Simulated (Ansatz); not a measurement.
## fcc Pt

These are r²SCAN in Ansatz (PAW) values and carry that method's errors.

Numerical settings: plane-wave cutoff 500 eV, 8×20×1 k mesh (along the axes of the cell as run), Fermi–Dirac smearing 0.1 eV, scalar-relativistic PAW data made under PBE.

Cell: relaxed at this level.

| Item | Value |
|---|---|
| surface energy of the (211) face | 1.88 J/m² |
| work function of the (211) face | 5.61 eV |

The slab of 24 atoms is relaxed and unreconstructed.

Spin–orbit coupling is not included.

Computed values are for the static lattice.

Computing time: around 5 core-hours (rough).

Ansatz is a first-principles code.
